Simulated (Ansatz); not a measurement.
Fluorite CeO2 was calculated with PBE+SOC (Ansatz, a program for electronic structure, PAW).

Settings: plane-wave cutoff 520 eV, 12×12×12 k mesh, Fermi–Dirac smearing 0.01 eV, PAW data made under PBE.

Cell (measured lattice):

```cif
data_Ce4O8
_chemical_formula_sum 'Ce4 O8'
_space_group_name_H-M_alt 'Fm-3m'
_space_group_IT_number 225
_space_group_name_Hall '-F 4 2 3'
_cell_length_a 5.40972
_cell_length_b 5.40972
_cell_length_c 5.40972
_cell_angle_alpha 90.000
_cell_angle_beta 90.000
_cell_angle_gamma 90.000
loop_
_atom_site_label
_atom_site_type_symbol
_atom_site_symmetry_multiplicity
_atom_site_Wyckoff_symbol
_atom_site_fract_x
_atom_site_fract_y
_atom_site_fract_z
_atom_site_occupancy
Ce1 Ce 4 a 0.00000 0.00000 0.00000 1
O1 O 8 c 0.25000 0.25000 0.25000 1
```
(The calculation used a cell of 3 atoms; values per cell refer to that cell.)

What does this level give for the band gap, smallest direct gap on the k points sampled and Γ–Γ gap?


- band gap = 1.89 eV (indirect)
- smallest direct gap on the k points sampled = 2.00 eV
- Γ–Γ gap = 2.81 eV

Measured, for comparison: band gap 3 eV (temperature not stated, no zero-point or thermal correction, O 2p to Ce 4f, our sources range from 3.00 to 3.20; as tabulated in Tran et al. (2019), arXiv:1908.01820). Computed (rounded) less measured: band gap -1.11 eV (-1.11 eV to -1.31 eV over the range).

Note: cell and atoms aren't relaxed at this level (pressure 5.5 GPa).

Static lattice: no zero-point or thermal effects.

Cost on a shared machine: around 30 core-seconds (rough).
